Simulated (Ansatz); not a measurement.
C3H9N, SMILES `CN(C)C` (charge 0, multiplicity 1).

These are Ansatz (a quantum-chemistry and plane-wave program) with frozen-core CCSD(T)/6-31g // PBE0-D3(BJ)/def2-TZVP values and carry that method's errors.

Ansatz 0.2 input:
```yaml
crystal:
  periodic: [false, false, false]
  atoms:
    - { symbol: C, position_ang: [0.448534, -1.254045, 0.346676] }
    - { symbol: N, position_ang: [0.124672, -0.095586, -0.448433] }
    - { symbol: C, position_ang: [0.877937, 1.059483, -0.027122] }
    - { symbol: C, position_ang: [-1.292786, 0.168737, -0.440711] }
    - { symbol: H, position_ang: [0.192202, -1.125877, 1.415467] }
    - { symbol: H, position_ang: [1.518407, -1.464385, 0.279928] }
    - { symbol: H, position_ang: [-0.093256, -2.125792, -0.02728] }
    - { symbol: H, position_ang: [0.65391, 1.361272, 1.013637] }
    - { symbol: H, position_ang: [0.655259, 1.907401, -0.67887] }
    - { symbol: H, position_ang: [1.948152, 0.851017, -0.094251] }
    - { symbol: H, position_ang: [-1.51726, 1.015969, -1.092734] }
    - { symbol: H, position_ang: [-1.679701, 0.4036, 0.569034] }
    - { symbol: H, position_ang: [-1.836066, -0.701794, -0.815341] }
basis:
  gaussian: { orbitals: "6-31g" }
correlation:
  method: ccsd_t
```

Output:

```
Functional definition: HF
801 factors; integrals over basis functions are off by at most 1.8e-4 eV
mean field evaluation 1: about -4710.9842 eV, gradient 2.4e1 eV
mean field evaluation 2: about -4710.9818 eV, gradient 2.4e1 eV
mean field evaluation 4: about -4712.6365 eV, gradient 3.3e0 eV
mean field evaluation 8: about -4712.6641 eV, gradient 3.3e-2 eV
mean field evaluation 16: about -4712.6679 eV, gradient 4.6e-1 eV
mean field -4712.66406789 eV, -173.1872101364 hartree, gradient 3.0e-6 eV, S^2 0.000000; 1 other end points of the search recorded, 0 dependent functions left out
4 core orbitals not correlated
reference -4712.66406789 eV, -173.1872101364 hartree; 13, 13 occupied and 37, 37 virtual orbitals, 801 factors
second order -10.51381248 eV of doubles, -0.00000000 eV of singles
cycle   1  -11.35418284 eV  change   -8.4e-1 eV  update   7.8e-2
cycle   2  -11.77794725 eV  change   -4.2e-1 eV  update   2.6e-2
cycle   3  -11.84985926 eV  change   -7.2e-2 eV  update   9.0e-3
cycle   4  -11.85332768 eV  change   -3.5e-3 eV  update   2.2e-3
cycle   5  -11.85413458 eV  change   -8.1e-4 eV  update   7.1e-4
cycle   6  -11.85404218 eV  change    9.2e-5 eV  update   2.1e-4
cycle   7  -11.85395547 eV  change    8.7e-5 eV  update   7.7e-5
cycle   8  -11.85395049 eV  change    5.0e-6 eV  update   2.7e-5
perturbative correction -0.25835204 eV, -0.0094942625 hartree
Total energy: -4724.77637042 eV, -173.6323290446 hartree
```
